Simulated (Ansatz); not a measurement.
**C₆H₆: a ladder of functionals and wavefunction methods**

Aim: compute C₆H₆ with functionals from several rungs and with coupled cluster. The yardstick is the atomisation energy at the CCSD(T) limit.

Computed with Ansatz 0.2.0, Gaussian basis. Level: functionals in def2-TZVPP, the program's frozen cores in correlated methods.

The runs, in order: LDA (SPW92), PBE-D4, revPBE-D4, BLYP-D4, r2SCAN-D4, B97M-V, PBE0-D4, B3LYP-D4, r2SCANh-D4, r2SCAN0-D4, HSE06-D4, BHLYP-D4, CAM-B3LYP-D4, LC-ωPBE, ωB97X-V, ωB97M-V, B2PLYP, PBE-QIDH; CCSD(T)/def2-SVP; CCSD(T)/def2-TZVPP; MP2/def2-QZVPP; extrapolation to the limit; RPA on PBE.

## 1. The relaxed structure

An earlier PBE0-D4 in a triple-zeta def2 set relaxation fixed the geometry.

SMILES `CC#CC#CC`, 12 atoms, charge 0, spin multiplicity 1.

Atoms are counted from 1 here; the program's logs count them from 0.

Bond lengths: C1–C2 1.446 Å, C1–H7 1.093 Å, C1–H8 1.093 Å, C1–H9 1.093 Å, C2–C3 1.208 Å, C3–C4 1.363 Å, C4–C5 1.208 Å, C5–C6 1.446 Å, C6–H10 1.093 Å, C6–H11 1.093 Å, C6–H12 1.093 Å. Angles: C2–C1–H7 111.0°, C2–C1–H8 111.0°, C2–C1–H9 111.0°, H7–C1–H8 107.9°, H7–C1–H9 107.9°, H8–C1–H9 107.9°, C1–C2–C3 180.0°, C2–C3–C4 180.0°, C3–C4–C5 180.0°, C4–C5–C6 180.0°, C5–C6–H10 111.0°, C5–C6–H11 111.0°, C5–C6–H12 111.0°, H10–C6–H11 107.9°, H10–C6–H12 107.9°, H11–C6–H12 107.9°.

## 2. LDA

This LDA is Slater exchange with PW92 correlation.

Input file in.yaml:

```yaml
crystal:
  periodic: [false, false, false]
  atoms:
    - {symbol: C, position_ang: [-0.771029, -1.792637, 2.705159]}
    - {symbol: C, position_ang: [-0.436697, -1.014708, 1.533158]}
    - {symbol: C, position_ang: [-0.157368, -0.364987, 0.553759]}
    - {symbol: C, position_ang: [0.157673, 0.367341, -0.552110]}
    - {symbol: C, position_ang: [0.436883, 1.016061, -1.532206]}
    - {symbol: C, position_ang: [0.770960, 1.792118, -2.705521]}
    - {symbol: H, position_ang: [0.072203, -2.415877, 3.014876]}
    - {symbol: H, position_ang: [-1.621559, -2.450882, 2.508421]}
    - {symbol: H, position_ang: [-1.035262, -1.143030, 3.543955]}
    - {symbol: H, position_ang: [1.851387, 1.941443, -2.781480]}
    - {symbol: H, position_ang: [0.296767, 2.776693, -2.671714]}
    - {symbol: H, position_ang: [0.436041, 1.288436, -3.616305]}
basis:
  gaussian: {orbitals: def2-TZVPP}
hamiltonian: {xc: lda}
output: {orbitals: {seedname: orbitals}}
```

Launch:

```bash
$ ansatz run in.yaml --threads 4 --pin off --events-out ev --progress --plain --max-ram 10444MiB
```

Further steps of the session: PBE-D4 (GGA); revPBE-D4 (GGA); BLYP-D4 (GGA); r2SCAN-D4 (meta-GGA); B97M-V (meta-GGA); B3LYP-D4 (hybrid); r2SCANh-D4 (hybrid); r2SCAN0-D4 (hybrid); HSE06-D4 (hybrid); BHLYP-D4 (hybrid); CAM-B3LYP-D4 (range-separated); LC-ωPBE (range-separated); ωB97X-V (range-separated); ωB97M-V (range-separated); B2PLYP (double hybrid); PBE-QIDH (double hybrid); CCSD(T) in def2-SVP; CCSD(T) in def2-TZVPP; MP2 in def2-QZVPP; RPA on PBE orbitals.

Q: Predict the results of all the runs planned. Wanted: atomisation energy, CCSD(T)/CBS; farthest beyond LDA; mean size of error, GGA; mean size of error, meta-GGA; mean size of error, hybrid; mean size of error, range-separated; mean size of error, double hybrid; gap, smallest and largest; T1 diagnostic.

**Answer**, as computed:

```
                               quantity                                          value
        atomisation energy, CCSD(T)/CBS                                      56.068 eV
    functionals within 0.280 eV (0.5 %)  r2SCANh-D4, LC-ωPBE, ωB97X-V, ωB97M-V, B2PLYP
                    farthest beyond LDA                             PBE-D4 (+2.285 eV)
                mean size of error, GGA                                       1.189 eV
           mean size of error, meta-GGA                                       0.507 eV
             mean size of error, hybrid                                       0.760 eV
    mean size of error, range-separated                                       0.215 eV
      mean size of error, double hybrid                                       0.186 eV
              gap, smallest and largest      4.61 eV (LDA (SPW92)), 11.41 eV (LC-ωPBE)
                          T1 diagnostic                                         0.0119
triples share of the correlation energy                                          4.9 %
```

What this shows: The LDA atomisation energy is off by 8.819 eV (16 %): it overbinds. PBE-D4 is off by +2.285 eV. Double hybrids carry the basis error of their MP2 part in triple zeta, and no dispersion term here, so their miss is partly the set-up's. The rungs double hybrid, range-separated miss on average by less than the doubt on the reference (0.280 eV), so they tie; GGA functionals have the largest mean beyond LDA (1.189 eV). Misses under about 0.280 eV are within the doubt on the reference itself, which lacks core-valence correlation, relativity and higher excitations. Hartree-Fock recovers 74 % of the binding; the rest is correlation. CCSD(T) in def2-SVP is off by -1.940 eV, so the small basis spoils what the method gains. The gap grows from 4.6 to 11.4 eV across the functionals, mostly with the share of exact exchange. The restricted reference is unstable towards a spin-broken one.
